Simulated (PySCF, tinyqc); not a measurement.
Inside a calculation. Method: CCSD on RHF in the sto-3g basis, frozen core, for CH+, spin multiplicity 1. The lowest restricted solution is unstable here: a spin-polarised one lies 0.0093 hartree lower (PySCF). Computed by tinyqc, a small Python program that keeps every step (integrals from PySCF). Settings: charge = 1, multiplicity = 1, basis = sto-3g, method = RHF, frozen orbitals = 1, energy threshold = 1e-10, iteration cap = 65, orthogonalisation = canonical, start = Wolfsberg-Helmholz matrix, DIIS depth = 6, amplitude equations = CCSD, DIIS depth for amplitudes = 6, cap on updates = 56. Command: `OMP_NUM_THREADS=1 python tinyqc.py 27892 27893 out.jsonl` (the two numbers bound the seeds that draw the settings). One thread of a shared host (Intel(R) Xeon(R) Processor @ 2.60GHz), about 0.3 s of CPU time with the checks. The early iterations of the SCF are left out here.

## One-electron integrals

Geometry (angstrom):
```
atom         x         y         z
C     0.000000  0.000000  0.000000
H     0.000000  0.000000  1.280000
```

Basis sto-3g: exponents (1/bohr^2) and contraction coefficients of normalised primitives:
```
element  l (shell)   exponent  coefficient
C            s (1)  71.616837     0.154329
C            s (1)  13.045096     0.535328
C            s (1)   3.530512     0.444635
C            s (2)   2.941249    -0.099967
C            s (2)   0.683483     0.399513
C            s (2)   0.222290     0.700115
C            p (3)   2.941249     0.155916
C            p (3)   0.683483     0.607684
C            p (3)   0.222290     0.391957
H            s (1)   3.425251     0.154329
H            s (1)   0.623914     0.535328
H            s (1)   0.168855     0.444635
```

Overlap, kinetic and nuclear-attraction integrals over the contracted functions; the nuclear repulsion is the sum of Za Zb / Rab.

nuclear repulsion = 2.48051818 hartree

overlap S:
```
           1C 1s     1C 2s    1C 2px    1C 2py    1C 2pz     2H 1s
1C 1s   1.000000  0.248362  0.000000  0.000000  0.000000  0.040109
1C 2s   0.248362  1.000000  0.000000  0.000000  0.000000  0.387502
1C 2px  0.000000  0.000000  1.000000  0.000000  0.000000  0.000000
1C 2py  0.000000  0.000000  0.000000  1.000000  0.000000  0.000000
1C 2pz  0.000000  0.000000  0.000000  0.000000  1.000000  0.396654
2H 1s   0.040109  0.387502  0.000000  0.000000  0.396654  1.000000
```

kinetic energy T (hartree):
```
            1C 1s      1C 2s    1C 2px    1C 2py    1C 2pz      2H 1s
1C 1s   15.891122  -0.085890  0.000000  0.000000  0.000000  -0.011590
1C 2s   -0.085890   0.472250  0.000000  0.000000  0.000000   0.055172
1C 2px   0.000000   0.000000  1.477728  0.000000  0.000000   0.000000
1C 2py   0.000000   0.000000  0.000000  1.477728  0.000000   0.000000
1C 2pz   0.000000   0.000000  0.000000  0.000000  1.477728   0.159234
2H 1s   -0.011590   0.055172  0.000000  0.000000  0.159234   0.760032
```

nuclear attraction V (hartree):
```
             1C 1s      1C 2s     1C 2px     1C 2py     1C 2pz      2H 1s
1C 1s   -34.066161  -4.294907   0.000000   0.000000  -0.012281  -0.703977
1C 2s    -4.294907  -5.598402   0.000000   0.000000  -0.134584  -1.764589
1C 2px    0.000000   0.000000  -5.526237   0.000000   0.000000   0.000000
1C 2py    0.000000   0.000000   0.000000  -5.526237   0.000000   0.000000
1C 2pz   -0.012281  -0.134584   0.000000   0.000000  -5.617167  -1.679415
2H 1s    -0.703977  -1.764589   0.000000   0.000000  -1.679415  -3.682045
```

core Hamiltonian H = T + V (hartree):
```
             1C 1s      1C 2s     1C 2px     1C 2py     1C 2pz      2H 1s
1C 1s   -18.175039  -4.380797   0.000000   0.000000  -0.012281  -0.715567
1C 2s    -4.380797  -5.126152   0.000000   0.000000  -0.134584  -1.709417
1C 2px    0.000000   0.000000  -4.048509   0.000000   0.000000   0.000000
1C 2py    0.000000   0.000000   0.000000  -4.048509   0.000000   0.000000
1C 2pz   -0.012281  -0.134584   0.000000   0.000000  -4.139439  -1.520181
2H 1s    -0.715567  -1.709417   0.000000   0.000000  -1.520181  -2.922014
```

## Two-electron integrals

Functions are numbered as in S; the eight-fold symmetry (ij|kl) = (ji|kl) = (kl|ij) leaves the list below.

Two-electron integrals (ij|kl) in chemists' order, unique and non-zero (hartree):
```
(11|11) 3.541948   (21|11) 0.576921   (21|21) 0.111888   (22|11) 0.854682
(22|21) 0.205284   (22|22) 0.624709   (31|31) 0.020296   (32|31) 0.030858
(32|32) 0.137996   (33|11) 0.852436   (33|21) 0.205335   (33|22) 0.624568
(33|33) 0.672833   (41|41) 0.020296   (42|41) 0.030858   (42|42) 0.137996
(43|43) 0.036269   (44|11) 0.852436   (44|21) 0.205335   (44|22) 0.624568
(44|33) 0.600295   (44|44) 0.672833   (51|51) 0.020296   (52|51) 0.030858
(52|52) 0.137996   (53|53) 0.036269   (54|54) 0.036269   (55|11) 0.852436
(55|21) 0.205335   (55|22) 0.624568   (55|33) 0.600295   (55|44) 0.600295
(55|55) 0.672833   (61|11) 0.093520   (61|21) 0.018041   (61|22) 0.033087
(61|33) 0.032977   (61|44) 0.032977   (61|51) 0.001076   (61|52) 0.002022
(61|55) 0.033320   (61|61) 0.002972   (62|11) 0.245043   (62|21) 0.059745
(62|22) 0.202714   (62|33) 0.197671   (62|44) 0.197671   (62|51) 0.005664
(62|52) 0.040648   (62|55) 0.212600   (62|61) 0.010060   (62|62) 0.089603
(63|31) 0.005803   (63|32) 0.031427   (63|53) 0.007739   (63|63) 0.010414
(64|41) 0.005803   (64|42) 0.031427   (64|54) 0.007739   (64|64) 0.010414
(65|11) 0.217170   (65|21) 0.053598   (65|22) 0.192830   (65|33) 0.183231
(65|44) 0.183231   (65|51) 0.010181   (65|52) 0.066920   (65|55) 0.211813
(65|61) 0.009404   (65|62) 0.101082   (65|65) 0.122373   (66|11) 0.408941
(66|21) 0.101365   (66|22) 0.392627   (66|33) 0.372396   (66|44) 0.372396
(66|51) 0.011344   (66|52) 0.111497   (66|55) 0.432556   (66|61) 0.017257
(66|62) 0.226555   (66|65) 0.281305   (66|66) 0.774606
```

## Orthogonalisation

S = U s U^T; canonical form X = U s^(-1/2), so that X^T S X = 1. Each column of U has its largest component positive (the first on a tie).

eigenvalues of S: 0.427566  0.818724  1.000000  1.000000  1.156641  1.597069

X:
```
                1          2         3          4          5         6
1C 1s    0.284676   0.768792  0.000000   0.000000   0.594270  0.213757
1C 2s   -0.823008  -0.520908  0.000000   0.000000   0.409577  0.429203
1C 2px   0.000000   0.000000  0.312353   0.949966   0.000000  0.000000
1C 2py   0.000000   0.000000  0.949966  -0.312353   0.000000  0.000000
1C 2pz  -0.716016   0.544973  0.000000   0.000000  -0.545251  0.348324
2H 1s    1.033324  -0.249059  0.000000   0.000000  -0.215323  0.524319
```

Within a degenerate level the vectors are fixed only up to a rotation; this is one choice.

## Iteration 7 (converged): orbitals

converged F (hartree):
```
             1C 1s      1C 2s     1C 2px     1C 2py     1C 2pz      2H 1s
1C 1s   -11.681395  -3.105757   0.000000   0.000000  -0.017841  -0.513821
1C 2s    -3.105757  -1.897395   0.000000   0.000000  -0.070062  -0.713775
1C 2px    0.000000   0.000000  -0.273705   0.000000   0.000000   0.000000
1C 2py    0.000000   0.000000   0.000000  -0.273705   0.000000   0.000000
1C 2pz   -0.017841  -0.070062   0.000000   0.000000  -0.729397  -0.600216
2H 1s    -0.513821  -0.713775   0.000000   0.000000  -0.600216  -0.722379
```

Diagonalise F' = X^T F X, C = X C', fill 3 alpha and 3 beta electrons from the bottom; D = 2 C_occ C_occ^T. Each column has its largest component positive (the first on a tie).

F' = X^T F X (hartree):
```
           1          2          3          4          5          6
1  -0.197212  -1.040383   0.000000   0.000000  -0.771279  -0.230029
2  -1.040383  -4.993625   0.000000   0.000000  -4.661650  -2.257038
3   0.000000   0.000000  -0.273705   0.000000   0.000000   0.000000
4   0.000000   0.000000   0.000000  -0.273705   0.000000   0.000000
5  -0.771279  -4.661650   0.000000   0.000000  -6.046572  -2.663787
6  -0.230029  -2.257038   0.000000   0.000000  -2.663787  -2.419514
```

orbital energies (hartree): MO1 -11.685871, MO2 -1.197862, MO3 -0.833353, MO4 -0.273705, MO5 -0.273705, MO6 0.060163

coefficients C:
```
              MO1        MO2        MO3       MO4        MO5        MO6
1C 1s    0.994359  -0.241094   0.121797  0.000000   0.000000   0.096029
1C 2s    0.022700   0.855296  -0.527113  0.000000   0.000000  -0.539223
1C 2px   0.000000   0.000000   0.000000  0.708761  -0.705449   0.000000
1C 2py   0.000000   0.000000   0.000000  0.705449   0.708761   0.000000
1C 2pz   0.003663   0.188814   0.713207  0.000000   0.000000  -0.827028
2H 1s   -0.005155   0.262478   0.403836  0.000000   0.000000   1.104110
```

D after iteration 7:
```
            1C 1s      1C 2s    1C 2px    1C 2py     1C 2pz      2H 1s
1C 1s    2.123420  -0.495671  0.000000  0.000000   0.089974  -0.038442
1C 2s   -0.495671   2.019790  0.000000  0.000000  -0.428732   0.023024
1C 2px   0.000000   0.000000  0.000000  0.000000   0.000000   0.000000
1C 2py   0.000000   0.000000  0.000000  0.000000   0.000000   0.000000
1C 2pz   0.089974  -0.428732  0.000000  0.000000   1.088655   0.675118
2H 1s   -0.038442   0.023024  0.000000  0.000000   0.675118   0.464009
```

Within a degenerate level the vectors are fixed only up to a rotation; this is one choice.

## Convergence

Stop when the energy changes by less than 1e-10 hartree and every element of the error matrix X^T (F D S - S D F) X is below 3e-06.

Course of the cycle:
```
iteration   E (hartree)     change  largest element of the error matrix
1          -37.36103797          -                             3.82e-01
2          -37.44133255  -8.03e-02                             9.90e-02
3          -37.45121258  -9.88e-03                             1.01e-02
4          -37.45132114  -1.09e-04                             1.50e-03
5          -37.45132259  -1.45e-06                             2.91e-05
6          -37.45132259  -9.89e-10                             4.82e-06
7          -37.45132259  -2.86e-11                             9.93e-09
```

PySCF RHF in the same basis = -37.45132259 hartree

Converged in 7 iterations.

## Integrals over molecular orbitals

(pq|rs) = sum C_ip C_jq C_kr C_ls (ij|kl), one index at a time.

one-electron integrals over orbitals h = C^T H C (hartree):
```
            1          2          3          4          5          6
1  -18.163421   0.363391  -0.175039   0.000000   0.000000  -0.136805
2    0.363391  -4.218553   0.190024   0.000000   0.000000   0.574619
3   -0.175039   0.190024  -3.832781   0.000000   0.000000   0.525863
4    0.000000   0.000000   0.000000  -4.048509   0.000000   0.000000
5    0.000000   0.000000   0.000000   0.000000  -4.048509   0.000000
6   -0.136805   0.574619   0.525863   0.000000   0.000000  -3.055920
```

Two-electron integrals over orbitals (pq|rs), unique and non-zero (hartree); the lowest 1 orbital is frozen and left out:
```
(22|22) 0.589919    (32|22) 0.033459    (32|32) 0.103636    (33|22) 0.519378
(33|32) -0.051755   (33|33) 0.595722    (42|42) 0.105556    (43|42) -0.041520
(43|43) 0.046477    (44|22) 0.571555    (44|32) -0.051772   (44|33) 0.550532
(44|44) 0.672833    (52|52) 0.105556    (53|52) -0.041520   (53|53) 0.046477
(54|54) 0.036269    (55|22) 0.571555    (55|32) -0.051772   (55|33) 0.550532
(55|44) 0.600295    (55|55) 0.672833    (62|22) -0.080118   (62|32) 0.011049
(62|33) -0.023306   (62|44) -0.100873   (62|55) -0.100873   (62|62) 0.092573
(63|22) -0.034261   (63|32) 0.077563    (63|33) -0.080589   (63|44) -0.093706
(63|55) -0.093706   (63|62) 0.065301    (63|63) 0.115570    (64|42) -0.036448
(64|43) -0.001496   (64|64) 0.024294    (65|52) -0.036448   (65|53) -0.001496
(65|65) 0.024294    (66|22) 0.543394    (66|32) 0.090635    (66|33) 0.494379
(66|44) 0.469749    (66|55) 0.469749    (66|62) 0.009368    (66|63) 0.063075
(66|66) 0.644968
```

## CCSD: starting amplitudes

t_ij^ab = <ij||ab> / (e_i + e_j - e_a - e_b), whose energy is MP2.

Starting amplitudes (spin orbitals 1a, 1b, ...; amplitudes related by a flip of all spins are not repeated):
```
from      to          t
3a 3b  6a 6b  -0.064672
2a 2b  4a 4b  -0.057109
2a 2b  5a 5b  -0.057109
3a 3b  4a 4b  -0.041524
3a 3b  5a 5b  -0.041524
2a 2b  6a 6b  -0.036793
2a 3b  6a 6b  -0.030351
2a 3b  4a 4b   0.027982
2a 3b  5a 5b   0.027982
```

correlation energy = -0.03540752 hartree

## CCSD: amplitude update 1

t_i^a D_i^a and t_ij^ab D_ij^ab are set to the remaining terms of the spin-orbital equations, evaluated with the old amplitudes; for the doubles these are <ij||ab> + 1/2 <ab||ef> t_ij^ef + 1/2 <mn||ij> t_mn^ab + P(ij)P(ab) <mb||ej> t_im^ae + terms in t^2 + terms with t1, D the orbital-energy denominators.

Amplitudes after update 1 (spin orbitals 1a, 1b, ...; amplitudes related by a flip of all spins are not repeated):
```
from      to          t
3a 3b  6a 6b  -0.084943
2a 2b  5a 5b  -0.080587
2a 2b  4a 4b  -0.080587
3a 3b  4a 4b  -0.064744
3a 3b  5a 5b  -0.064744
2a 3b  5a 5b   0.046322
2a 3b  4a 4b   0.046322
2a 2b  6a 6b  -0.045774
2a 3b  6a 6b  -0.045659
3a        6a   0.010562
2a        6a  -0.002531
```

correlation energy = -0.05073154 hartree

## CCSD: amplitude update 2

As before.

Amplitudes after update 2 (spin orbitals 1a, 1b, ...; amplitudes related by a flip of all spins are not repeated):
```
from      to          t
3a 3b  6a 6b  -0.094160
2a 2b  4a 4b  -0.090478
2a 2b  5a 5b  -0.090478
3a 3b  4a 4b  -0.078384
3a 3b  5a 5b  -0.078384
2a 3b  4a 4b   0.057174
2a 3b  5a 5b   0.057174
2a 3b  6a 6b  -0.051616
2a 2b  6a 6b  -0.047778
3a        6a   0.017170
2a        6a  -0.004282
```

correlation energy = -0.05790258 hartree

## CCSD: convergence

E_corr = 1/4 sum <ij||ab> t_ij^ab + 1/2 sum <ij||ab> t_i^a t_j^b; stop when the norm of the change is below 1e-8.

Course of the amplitude iterations:
```
update  correlation energy (hartree)  norm of the change
0                        -0.03540752                   -
1                        -0.05073154            1.35e-01
2                        -0.05790258            6.99e-02
3                        -0.06519295            3.77e-02
4                        -0.06498875            5.57e-03
5                        -0.06513681            2.26e-03
6                        -0.06506764            5.91e-04
7                        -0.06503506            1.55e-04
8                        -0.06504414            5.80e-05
9                        -0.06504416            7.77e-07
10                       -0.06504415            7.08e-08
11                       -0.06504415            8.43e-09
```

Converged amplitudes (spin orbitals 1a, 1b, ...; amplitudes related by a flip of all spins are not repeated):
```
from      to          t
3a 3b  6a 6b  -0.102469
3a 3b  4a 4b  -0.101123
3a 3b  5a 5b  -0.101123
2a 2b  4a 4b  -0.097653
2a 2b  5a 5b  -0.097653
2a 3b  4a 4b   0.069787
2a 3b  5a 5b   0.069787
2a 3b  6a 6b  -0.055500
2a 2b  6a 6b  -0.047535
3a        6a   0.024679
2a        6a  -0.006722
```

CCSD total energy = -37.51636674 hartree

T1 diagnostic, norm of the one-spin t1 over sqrt(correlated electrons) = 0.012789

Converged in 11 updates, with DIIS from the third.
